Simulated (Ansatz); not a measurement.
The input, for Ansatz 0.2.0:

```yaml
crystal:
  periodic: [false, false, false]
  atoms:
    - {symbol: H, position_ang: [0.000000, 0.000000, -1.034667]}
    - {symbol: H, position_ang: [0.000000, 0.000000, -0.341667]}
    - {symbol: Cl, position_ang: [0.000000, 0.000000, 1.376333]}
basis:
  gaussian: {orbitals: cc-pVDZ}
magnetization: {spin_polarized: false, initial_magnetization: 1}
correlation: {method: ccsdt_q, electrons: outside_noble_gas}
```

```sh
$ ansatz run in.yaml --threads 1 --pin off --events-out ev --progress --plain --max-ram 2816MiB --backend cpu
```

Output:

```
469 factors; integrals over basis functions are off by at most 1.8e-7 eV
mean field evaluation 1: about -12531.9154 eV, gradient 7.9e0 eV
mean field evaluation 2: about -12531.9157 eV, gradient 7.9e0 eV
mean field evaluation 4: about -12532.6090 eV, gradient 1.3e0 eV
mean field evaluation 8: about -12532.6473 eV, gradient 2.2e-4 eV
mean field evaluation 16: about -12532.6469 eV, gradient 1.0e-1 eV
mean field evaluation 32: about -12532.6465 eV, gradient 2.7e-1 eV
mean field evaluation 64: about -12531.9565 eV, gradient 4.9e-4 eV
mean field -12532.64734589 eV, -460.5662950281 hartree, gradient 2.4e-6 eV, S^2 0.750000; 7 other end points of the search recorded, 0 dependent functions left out
mean field evaluation 96: about -12532.6689 eV, gradient 3.0e0 eV
mean field evaluation 128: about -12532.0673 eV, gradient 3.7e-3 eV
determinant -12532.64734589 eV, -460.5662950281 hartree, with singles and doubles -12537.37962664 eV, -460.7402031379 hartree
determinant -12531.95646110 eV, -460.5409054802 hartree, with singles and doubles -12536.60004895 eV, -460.7115541863 hartree
5 core orbitals not correlated: weight in the atoms' cores, before any rotation towards them, 1.000 or more for the frozen orbitals, at most 0.000 for the correlated occupied ones
reference -12532.64734589 eV, -460.5662950281 hartree; 5, 4 occupied and 18, 19 virtual orbitals, 469 factors
second order -4.00722294 eV of doubles, -0.09187326 eV of singles
cycle   1  -4.58576765 eV  change   -4.8e-1 eV  update   4.6e-2
cycle   2  -4.77517800 eV  change   -1.9e-1 eV  update   1.7e-2
cycle   3  -4.79612577 eV  change   -2.1e-2 eV  update   7.9e-3
cycle   4  -4.79505669 eV  change    1.1e-3 eV  update   4.1e-3
cycle   5  -4.79456649 eV  change    4.9e-4 eV  update   1.4e-3
cycle   6  -4.79464161 eV  change   -7.5e-5 eV  update   3.2e-4
cycle   7  -4.79466424 eV  change   -2.3e-5 eV  update   1.0e-4
cycle   8  -4.79467623 eV  change   -1.2e-5 eV  update   3.4e-5
cycle   9  -4.79466491 eV  change    1.1e-5 eV  update   1.1e-5
cycle  10  -4.79466658 eV  change   -1.7e-6 eV  update   3.4e-6
cycle  11  -4.79466849 eV  change   -1.9e-6 eV  update   1.2e-6
cycle  12  -4.79466846 eV  change    3.9e-8 eV  update   3.3e-7
perturbative correction -0.00497644 eV, -0.0001828806 hartree
Total energy: -12537.44699078 eV, -460.7426787245 hartree
```

For the same geometry and basis full CI lies 0.4 meV lower.

Ran on 1 thread of AMD EPYC 7R13, shared host: 4.4 s wall, 0.19 GiB peak host memory.
